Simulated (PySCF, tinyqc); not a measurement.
Inside a calculation. Method: RKS/BP86 in the sto-3g basis, for OH-, spin multiplicity 1. The basis has no diffuse functions, so it cannot describe the extra electron: this is an exercise in the method, not the real anion. The lowest restricted solution is unstable here: a spin-polarised one lies 0.0013 hartree lower (PySCF). Computed by tinyqc, a small Python program that keeps every step (integrals from PySCF). Settings: charge = -1, multiplicity = 1, basis = sto-3g, energy threshold = 1e-10, iteration cap = 69, orthogonalisation = canonical, start = core, DIIS depth = 0, shift = 0.2, method = RKS, functional = b88,p86, grid = [10, 86]. Command: `OMP_NUM_THREADS=1 python tinyqc.py 27407 27408 out.jsonl` (the two numbers bound the seeds that draw the settings). One thread of a shared host (Intel(R) Xeon(R) Processor @ 2.60GHz), about 0.6 s of CPU time with the checks. Later iterations appear only in the table of the cycle.

## One-electron integrals

Geometry (angstrom):
```
atom       x       y       z
O     0.0000  0.0000  0.0000
H     0.0000  0.0000  1.5610
```

Basis sto-3g: exponents (1/bohr^2) and contraction coefficients of normalised primitives:
```
element  l (shell)  exponent  coefficient
O            s (1)  130.7093       0.1543
O            s (1)   23.8089       0.5353
O            s (1)    6.4436       0.4446
O            s (2)    5.0332      -0.1000
O            s (2)    1.1696       0.3995
O            s (2)    0.3804       0.7001
O            p (3)    5.0332       0.1559
O            p (3)    1.1696       0.6077
O            p (3)    0.3804       0.3920
H            s (1)    3.4253       0.1543
H            s (1)    0.6239       0.5353
H            s (1)    0.1689       0.4446
```

Overlap, kinetic and nuclear-attraction integrals over the contracted functions; the nuclear repulsion is the sum of Za Zb / Rab.

nuclear repulsion = 2.711991 hartree

overlap S:
```
         1O 1s   1O 2s  1O 2px  1O 2py  1O 2pz   2H 1s
1O 1s   1.0000  0.2367  0.0000  0.0000  0.0000  0.0135
1O 2s   0.2367  1.0000  0.0000  0.0000  0.0000  0.1781
1O 2px  0.0000  0.0000  1.0000  0.0000  0.0000  0.0000
1O 2py  0.0000  0.0000  0.0000  1.0000  0.0000  0.0000
1O 2pz  0.0000  0.0000  0.0000  0.0000  1.0000  0.1794
2H 1s   0.0135  0.1781  0.0000  0.0000  0.1794  1.0000
```

kinetic energy T (hartree):
```
          1O 1s    1O 2s  1O 2px  1O 2py  1O 2pz    2H 1s
1O 1s   29.0032  -0.1680  0.0000  0.0000  0.0000  -0.0039
1O 2s   -0.1680   0.8081  0.0000  0.0000  0.0000  -0.0108
1O 2px   0.0000   0.0000  2.5287  0.0000  0.0000   0.0000
1O 2py   0.0000   0.0000  0.0000  2.5287  0.0000   0.0000
1O 2pz   0.0000   0.0000  0.0000  0.0000  2.5287   0.0252
2H 1s   -0.0039  -0.0108  0.0000  0.0000  0.0252   0.7600
```

nuclear attraction V (hartree):
```
           1O 1s    1O 2s   1O 2px   1O 2py   1O 2pz    2H 1s
1O 1s   -60.9575  -7.2633   0.0000   0.0000  -0.0058  -0.4224
1O 2s    -7.2633  -9.3909   0.0000   0.0000  -0.0736  -1.1409
1O 2px    0.0000   0.0000  -9.3069   0.0000   0.0000   0.0000
1O 2py    0.0000   0.0000   0.0000  -9.3069   0.0000   0.0000
1O 2pz   -0.0058  -0.0736   0.0000   0.0000  -9.3414  -0.9813
2H 1s    -0.4224  -1.1409   0.0000   0.0000  -0.9813  -3.9302
```

core Hamiltonian H = T + V (hartree):
```
           1O 1s    1O 2s   1O 2px   1O 2py   1O 2pz    2H 1s
1O 1s   -31.9543  -7.4313   0.0000   0.0000  -0.0058  -0.4263
1O 2s    -7.4313  -8.5827   0.0000   0.0000  -0.0736  -1.1517
1O 2px    0.0000   0.0000  -6.7782   0.0000   0.0000   0.0000
1O 2py    0.0000   0.0000   0.0000  -6.7782   0.0000   0.0000
1O 2pz   -0.0058  -0.0736   0.0000   0.0000  -6.8126  -0.9562
2H 1s    -0.4263  -1.1517   0.0000   0.0000  -0.9562  -3.1702
```

## Two-electron integrals

Functions are numbered as in S; the eight-fold symmetry (ij|kl) = (ji|kl) = (kl|ij) leaves the list below.

Two-electron integrals (ij|kl) in chemists' order, unique and non-zero (hartree):
```
(11|11) 4.7851     (21|11) 0.7414     (21|21) 0.1369     (22|11) 1.1189
(22|21) 0.2566     (22|22) 0.8172     (31|31) 0.0245     (32|31) 0.0378
(32|32) 0.1805     (33|11) 1.1158     (33|21) 0.2567     (33|22) 0.8170
(33|33) 0.8802     (41|41) 0.0245     (42|41) 0.0378     (42|42) 0.1805
(43|43) 0.0474     (44|11) 1.1158     (44|21) 0.2567     (44|22) 0.8170
(44|33) 0.7853     (44|44) 0.8802     (51|51) 0.0245     (52|51) 0.0378
(52|52) 0.1805     (53|53) 0.0474     (54|54) 0.0474     (55|11) 1.1158
(55|21) 0.2567     (55|22) 0.8170     (55|33) 0.7853     (55|44) 0.7853
(55|55) 0.8802     (61|11) 0.0426     (61|21) 0.0078     (61|22) 0.0146
(61|33) 0.0146     (61|44) 0.0146     (61|51) 3.26e-04   (61|52) 0.0006
(61|55) 0.0146     (61|61) 4.50e-04   (62|11) 0.1292     (62|21) 0.0301
(62|22) 0.1098     (62|33) 0.1079     (62|44) 0.1079     (62|51) 0.0022
(62|52) 0.0187     (62|55) 0.1135     (62|61) 0.0018     (62|62) 0.0203
(63|31) 0.0028     (63|32) 0.0176     (63|53) 0.0037     (63|63) 0.0026
(64|41) 0.0028     (64|42) 0.0176     (64|54) 0.0037     (64|64) 0.0026
(65|11) 0.1058     (65|21) 0.0250     (65|22) 0.0973     (65|33) 0.0933
(65|44) 0.0933     (65|51) 0.0043     (65|52) 0.0323     (65|55) 0.1052
(65|61) 0.0015     (65|62) 0.0220     (65|65) 0.0261     (66|11) 0.3379
(66|21) 0.0800     (66|22) 0.3356     (66|33) 0.3259     (66|44) 0.3259
(66|51) 0.0057     (66|52) 0.0692     (66|55) 0.3550     (66|61) 0.0047
(66|62) 0.0881     (66|65) 0.1100     (66|66) 0.7746
```

## Orthogonalisation

S = U s U^T; canonical form X = U s^(-1/2), so that X^T S X = 1. Each column of U has its largest component positive (the first on a tie).

eigenvalues of S: 0.6868  0.8604  1.0000  1.0000  1.1262  1.3266

X:
```
              1        2        3       4        5       6
1O 1s   -0.5654   0.5786   0.0000  0.0000  -0.4792  0.4198
1O 2s    0.7838  -0.3115   0.0000  0.0000  -0.2804  0.5533
1O 2px   0.0000   0.0000   0.9868  0.1619   0.0000  0.0000
1O 2py   0.0000   0.0000  -0.1619  0.9868   0.0000  0.0000
1O 2pz   0.3591   0.6744   0.0000  0.0000   0.6227  0.2508
2H 1s   -0.6270  -0.5250   0.0000  0.0000   0.4382  0.4567
```

Within a degenerate level the vectors are fixed only up to a rotation; this is one choice.

## Starting guess

The start is the orbitals of the core Hamiltonian; D = 2 C_occ C_occ^T.

D at the start:
```
          1O 1s    1O 2s  1O 2px  1O 2py   1O 2pz    2H 1s
1O 1s    2.1201  -0.5090  0.0000  0.0000  -0.0079   0.0299
1O 2s   -0.5090   2.1570  0.0000  0.0000   0.0421  -0.1236
1O 2px   0.0000   0.0000  2.0000  0.0000   0.0000   0.0000
1O 2py   0.0000   0.0000  0.0000  2.0000   0.0000   0.0000
1O 2pz  -0.0079   0.0421  0.0000  0.0000   2.0449  -0.1586
2H 1s    0.0299  -0.1236  0.0000  0.0000  -0.1586   0.0190
```

## Iteration 1: exchange-correlation on the grid

Becke grid with 10 radial and 86 angular points per atom, points of zero weight dropped. rho = sum D_ij phi_i phi_j; V_xc,ij = sum w v_xc phi_i phi_j plus the gradient terms; v_xc is d(rho eps)/d rho at fixed gradient.

The 16 grid points with the largest w rho, of 1715 (bohr, atomic units):
```
x              y        z       w     rho  |grad rho|^2   eps_xc     v_xc
0.6874   -0.6874   0.6874  0.1353  0.3431        0.9327  -0.6007  -0.7314
0.6874    0.6874   0.6874  0.1353  0.3431        0.9327  -0.6007  -0.7314
-0.6874  -0.6874   0.6874  0.1353  0.3431        0.9327  -0.6007  -0.7314
-0.6874   0.6874   0.6874  0.1353  0.3431        0.9327  -0.6007  -0.7314
-0.6874  -0.6874  -0.6874  0.1363  0.3404        0.9044  -0.5990  -0.7298
-0.6874   0.6874  -0.6874  0.1363  0.3404        0.9044  -0.5990  -0.7298
0.6874    0.6874  -0.6874  0.1363  0.3404        0.9044  -0.5990  -0.7298
0.6874   -0.6874  -0.6874  0.1363  0.3404        0.9044  -0.5990  -0.7298
-0.8268  -0.8268   0.2251  0.1354  0.3418        0.9156  -0.5998  -0.7307
0.8268    0.8268   0.2251  0.1354  0.3418        0.9156  -0.5998  -0.7307
-0.8268   0.8268   0.2251  0.1354  0.3418        0.9156  -0.5998  -0.7307
0.8268   -0.8268   0.2251  0.1354  0.3418        0.9156  -0.5998  -0.7307
-0.2251  -0.8268  -0.8268  0.1355  0.3406        0.9054  -0.5991  -0.7300
0.2251   -0.8268  -0.8268  0.1355  0.3406        0.9054  -0.5991  -0.7300
-0.8268   0.2251  -0.8268  0.1355  0.3406        0.9054  -0.5991  -0.7300
-0.8268  -0.2251  -0.8268  0.1355  0.3406        0.9054  -0.5991  -0.7300
```

electrons on the grid, sum of w rho = 9.9712

E_xc = sum of w rho eps_xc = -10.026367 hartree

V_xc (hartree):
```
          1O 1s    1O 2s   1O 2px   1O 2py   1O 2pz    2H 1s
1O 1s   -3.0441  -0.4308   0.0000   0.0000  -0.0003  -0.0250
1O 2s   -0.4308  -0.8451   0.0000   0.0000  -0.0008  -0.0916
1O 2px   0.0000   0.0000  -0.8424   0.0000   0.0000   0.0000
1O 2py   0.0000   0.0000   0.0000  -0.8424   0.0000   0.0000
1O 2pz  -0.0003  -0.0008   0.0000   0.0000  -0.8436  -0.0700
2H 1s   -0.0250  -0.0916   0.0000   0.0000  -0.0700  -0.1457
```

## Iteration 1: building the Kohn-Sham matrix

J_ij = sum D_kl (ij|kl); F = H + J + V_xc; E = tr D H + tr D J / 2 + E_xc + E_nn.

Coulomb J (hartree):
```
          1O 1s   1O 2s  1O 2px  1O 2py  1O 2pz   2H 1s
1O 1s   18.4921  3.5243  0.0000  0.0000  0.0010  0.2012
1O 2s    3.5243  8.7619  0.0000  0.0000  0.0011  1.1351
1O 2px   0.0000  0.0000  8.7542  0.0000  0.0000  0.0000
1O 2py   0.0000  0.0000  0.0000  8.7542  0.0000  0.0000
1O 2pz   0.0010  0.0011  0.0000  0.0000  8.7538  0.9883
2H 1s    0.2012  1.1351  0.0000  0.0000  0.9883  3.3525
```

Kohn-Sham matrix F (hartree):
```
           1O 1s    1O 2s  1O 2px  1O 2py   1O 2pz    2H 1s
1O 1s   -16.5062  -4.3378  0.0000  0.0000  -0.0051  -0.2501
1O 2s    -4.3378  -0.6660  0.0000  0.0000  -0.0733  -0.1082
1O 2px    0.0000   0.0000  1.1336  0.0000   0.0000   0.0000
1O 2py    0.0000   0.0000  0.0000  1.1336   0.0000   0.0000
1O 2pz   -0.0051  -0.0733  0.0000  0.0000   1.0976  -0.0379
2H 1s    -0.2501  -0.1082  0.0000  0.0000  -0.0379   0.0366
```

total energy of this density = -73.098073 hartree

## Iteration 1: diagonalisation and new density

A level shift of 0.2 hartree raises the virtual space: F + shift (S - S D(s) S), with D(s) the density of one spin (D/2). Diagonalise F' = X^T F X, C = X C', fill 5 alpha and 5 beta electrons from the bottom; D = 2 C_occ C_occ^T. Each column has its largest component positive (the first on a tie).

F' = X^T F X (hartree):
```
         1        2       3       4        5        6
1  -1.7185   3.1961  0.0000  0.0000  -3.2861   3.6924
2   3.1961  -3.3012  0.0000  0.0000   4.8839  -4.5823
3   0.0000   0.0000  1.1336  0.0000   0.0000   0.0000
4   0.0000   0.0000  0.0000  1.1336   0.0000   0.0000
5  -3.2861   4.8839  0.0000  0.0000  -4.3926   5.2698
6   3.6924  -4.5823  0.0000  0.0000   5.2698  -5.1817
```

orbital energies (hartree): MO1 -16.5179, MO2 0.2110, MO3 0.5563, MO4 1.1336, MO5 1.1336, MO6 1.1566

coefficients C:
```
            MO1      MO2      MO3      MO4     MO5      MO6
1O 1s    0.9932  -0.0789  -0.2599   0.0000  0.0000   0.0094
1O 2s    0.0274   0.2480   1.0165   0.0000  0.0000  -0.0229
1O 2px   0.0000   0.0000   0.0000  -0.7063  0.7080   0.0000
1O 2py   0.0000   0.0000   0.0000   0.7080  0.7063   0.0000
1O 2pz   0.0009   0.0822   0.0377   0.0000  0.0000   1.0130
2H 1s   -0.0032   0.9107  -0.4225   0.0000  0.0000  -0.2475
```

D after iteration 1:
```
          1O 1s    1O 2s  1O 2px  1O 2py   1O 2pz    2H 1s
1O 1s    2.1205  -0.5131  0.0000  0.0000  -0.0307   0.0697
1O 2s   -0.5131   2.1911  0.0000  0.0000   0.1174  -0.4075
1O 2px   0.0000   0.0000  2.0000  0.0000   0.0000   0.0000
1O 2py   0.0000   0.0000  0.0000  2.0000   0.0000   0.0000
1O 2pz  -0.0307   0.1174  0.0000  0.0000   0.0164   0.1178
2H 1s    0.0697  -0.4075  0.0000  0.0000   0.1178   2.0160
```

Within a degenerate level the vectors are fixed only up to a rotation; this is one choice.

## Iteration 2: exchange-correlation on the grid

As before.

The 16 grid points with the largest w rho, of 1715 (bohr, atomic units):
```
x              y       z       w     rho  |grad rho|^2   eps_xc     v_xc
0.4456    1.1042  0.0000  0.1347  0.3412        0.9123  -0.5995  -0.7303
-0.4456  -1.1042  0.0000  0.1347  0.3412        0.9123  -0.5995  -0.7303
0.4456   -1.1042  0.0000  0.1347  0.3412        0.9123  -0.5995  -0.7303
-0.4456   1.1042  0.0000  0.1347  0.3412        0.9123  -0.5995  -0.7303
1.1042    0.4456  0.0000  0.1347  0.3412        0.9123  -0.5995  -0.7303
1.1042   -0.4456  0.0000  0.1347  0.3412        0.9123  -0.5995  -0.7303
-1.1042   0.4456  0.0000  0.1347  0.3412        0.9123  -0.5995  -0.7303
-1.1042  -0.4456  0.0000  0.1347  0.3412        0.9123  -0.5995  -0.7303
0.8268   -0.8268  0.2251  0.1354  0.3353        0.8860  -0.5965  -0.7259
-0.8268  -0.8268  0.2251  0.1354  0.3353        0.8860  -0.5965  -0.7259
0.8268    0.8268  0.2251  0.1354  0.3353        0.8860  -0.5965  -0.7259
-0.8268   0.8268  0.2251  0.1354  0.3353        0.8860  -0.5965  -0.7259
0.0000   -1.1907  0.0000  0.1317  0.3412        0.9123  -0.5995  -0.7303
0.0000    1.1907  0.0000  0.1317  0.3412        0.9123  -0.5995  -0.7303
1.1907    0.0000  0.0000  0.1317  0.3412        0.9123  -0.5995  -0.7303
-1.1907   0.0000  0.0000  0.1317  0.3412        0.9123  -0.5995  -0.7303
```

electrons on the grid, sum of w rho = 9.9622

E_xc = sum of w rho eps_xc = -9.308116 hartree

V_xc (hartree):
```
          1O 1s    1O 2s   1O 2px   1O 2py   1O 2pz    2H 1s
1O 1s   -3.0273  -0.4154   0.0000   0.0000  -0.0015  -0.0241
1O 2s   -0.4154  -0.7703   0.0000   0.0000  -0.0165  -0.0987
1O 2px   0.0000   0.0000  -0.8047   0.0000   0.0000   0.0000
1O 2py   0.0000   0.0000   0.0000  -0.8047   0.0000   0.0000
1O 2pz  -0.0015  -0.0165   0.0000   0.0000  -0.6925  -0.0892
2H 1s   -0.0241  -0.0987   0.0000   0.0000  -0.0892  -0.5292
```

## Iteration 2: building the Kohn-Sham matrix

As before.

Coulomb J (hartree):
```
          1O 1s   1O 2s  1O 2px  1O 2py  1O 2pz   2H 1s
1O 1s   16.9259  3.1685  0.0000  0.0000  0.0181  0.1812
1O 2s    3.1685  7.7935  0.0000  0.0000  0.1720  1.0877
1O 2px   0.0000  0.0000  7.8295  0.0000  0.0000  0.0000
1O 2py   0.0000  0.0000  0.0000  7.8295  0.0000  0.0000
1O 2pz   0.0181  0.1720  0.0000  0.0000  7.6983  1.0044
2H 1s    0.1812  1.0877  0.0000  0.0000  1.0044  4.2114
```

Kohn-Sham matrix F (hartree):
```
           1O 1s    1O 2s  1O 2px  1O 2py   1O 2pz    2H 1s
1O 1s   -18.0557  -4.6783  0.0000  0.0000   0.0107  -0.2692
1O 2s    -4.6783  -1.5595  0.0000  0.0000   0.0819  -0.1628
1O 2px    0.0000   0.0000  0.2467  0.0000   0.0000   0.0000
1O 2py    0.0000   0.0000  0.0000  0.2467   0.0000   0.0000
1O 2pz    0.0107   0.0819  0.0000  0.0000   0.1932  -0.0409
2H 1s    -0.2692  -0.1628  0.0000  0.0000  -0.0409   0.5121
```

total energy of this density = -73.979887 hartree

## Iteration 2: diagonalisation and new density

As before.

F' = X^T F X (hartree):
```
         1        2       3       4        5        6
1  -2.3053   3.7164  0.0000  0.0000  -3.6541   3.5871
2   3.7164  -4.0672  0.0000  0.0000   4.8106  -4.9881
3   0.0000   0.0000  0.2467  0.0000   0.0000   0.0000
4   0.0000   0.0000  0.0000  0.2467   0.0000   0.0000
5  -3.6541   4.8106  0.0000  0.0000  -5.1867   5.8168
6   3.5871  -4.9881  0.0000  0.0000   5.8168  -5.8771
```

orbital energies (hartree): MO1 -18.0657, MO2 -0.3740, MO3 0.2467, MO4 0.2467, MO5 0.3184, MO6 0.6850

coefficients C:
```
            MO1      MO2     MO3      MO4      MO5      MO6
1O 1s    0.9939  -0.2650  0.0000   0.0000  -0.0016   0.0475
1O 2s    0.0247   1.0189  0.0000   0.0000  -0.0178  -0.2387
1O 2px   0.0000   0.0000  1.0000  -0.0080   0.0000   0.0000
1O 2py   0.0000   0.0000  0.0080   1.0000   0.0000   0.0000
1O 2pz  -0.0002  -0.0904  0.0000   0.0000   0.8192  -0.5960
2H 1s   -0.0026   0.0318  0.0000   0.0000   0.4472   0.9318
```

D after iteration 2:
```
          1O 1s    1O 2s  1O 2px  1O 2py   1O 2pz    2H 1s
1O 1s    2.1162  -0.4909  0.0000  0.0000   0.0449  -0.0235
1O 2s   -0.4909   2.0781  0.0000  0.0000  -0.2135   0.0487
1O 2px   0.0000   0.0000  2.0000  0.0000   0.0000   0.0000
1O 2py   0.0000   0.0000  0.0000  2.0000   0.0000   0.0000
1O 2pz   0.0449  -0.2135  0.0000  0.0000   1.3585   0.7270
2H 1s   -0.0235   0.0487  0.0000  0.0000   0.7270   0.4021
```

Within a degenerate level the vectors are fixed only up to a rotation; this is one choice.

## Convergence

Stop when the energy changes by less than 1e-10 hartree and every element of the error matrix X^T (F D S - S D F) X is below 3e-06.

Course of the cycle:
```
iteration  E (hartree)     change  largest element of the error matrix
1           -73.098073          -                             2.32e-01
2           -73.979887  -8.82e-01                             2.97e-01
3           -73.858479   1.21e-01                             4.51e-01
4           -74.096396  -2.38e-01                             2.53e-01
5           -74.024451   7.19e-02                             3.79e-01
6           -74.139321  -1.15e-01                             2.23e-01
7           -74.091334   4.80e-02                             3.26e-01
8           -74.161832  -7.05e-02                             2.02e-01
9           -74.126762   3.51e-02                             2.90e-01
10          -74.175762  -4.90e-02                             1.87e-01
11          -74.148507   2.73e-02                             2.63e-01
12          -74.185265  -3.68e-02                             1.75e-01
13          -74.163144   2.21e-02                             2.43e-01
14          -74.192167  -2.90e-02                             1.66e-01
...                ...        ...                                  ...
56          -74.224365  -4.90e-03                             1.07e-01
57          -74.219995   4.37e-03                             1.31e-01
58          -74.224733  -4.74e-03                             1.06e-01
59          -74.220490   4.24e-03                             1.29e-01
60          -74.225075  -4.59e-03                             1.05e-01
61          -74.220948   4.13e-03                             1.28e-01
62          -74.225394  -4.45e-03                             1.05e-01
63          -74.221374   4.02e-03                             1.27e-01
64          -74.225692  -4.32e-03                             1.04e-01
65          -74.221771   3.92e-03                             1.26e-01
66          -74.225970  -4.20e-03                             1.03e-01
67          -74.222142   3.83e-03                             1.24e-01
68          -74.226231  -4.09e-03                             1.02e-01
69          -74.222489   3.74e-03                             1.23e-01
```

PySCF RKS in the same basis, fine grid = -74.365395 hartree

Not converged within the cap of 69 iterations: the residual wanders without falling. Reruns (cap 100 unless said): DIIS 8: converged in 13; damping 0.5: converged in 34; level shift 0.5: converged in 11; atomic densities as start, DIIS 8: converged in 11; the original settings with a cap of 400: not converged.
